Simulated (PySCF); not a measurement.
# SiH4

SiH4 is a small molecule, neutral, singlet. The structure was relaxed in the gas phase by PBE0-D3(BJ)/def2-SVP. No frequency run checks that it is a minimum.

SMILES: [SiH4]

Coordinates in Å:
```
Si1     0.013   -0.016   -0.002
H2      1.141   -0.967   -0.233
H3     -0.587   -0.274    1.341
H4      0.524    1.386   -0.056
H5     -1.025   -0.208   -1.057
```

Shieldings: GIAO PBE0/pcSseg-2. Shifts are against computed references at the same level: H TMS (σ 31.24 ppm), Si TMS (σ 341.3 ppm). Core levels by delta-SCF with SCAN, pcX-2 on the ionised atom and pcseg-1 elsewhere, spin-free X2C (2p3/2 is the spin-free 2p value less a third of a first-order spin-orbit splitting); from the vacuum level, for chosen atoms.

(1) Give the NMR and core-level values of the distinct atoms.

(2) By CAM-B3LYP/def2-SVPD (TDDFT singlets, Tamm-Dancoff triplets, ionisation by delta-SCF), where does absorption start, and what does vertical ionisation take?

## Answers

(1) 
```
      atoms  bonded to  σ (ppm)  δ (ppm)  core level (eV)
        Si1        4 H    447.1   -105.9     2p3/2 107.18
H2 H3 H4 H5       1 Si    27.67     3.57                -
```

Values are those of this one static structure; atoms that internal rotation interchanges would show their mean in an NMR spectrum.

(2) The first singlet with intensity lies at 9.27 eV (f 0.149); what lies below it is dark. The lowest singlet lies at 9.27 eV (f 0.000), the strongest of the first 6 at 9.27 eV (f 0.149), the lowest triplet at 8.50 eV; vertical ionisation takes 12.57 eV.

The 3 runs behind this took 12 s in all, one thread each of Arm Neoverse N1 on a shared host, launched as `OMP_NUM_THREADS=1 python cluster_run.py task.json out`.
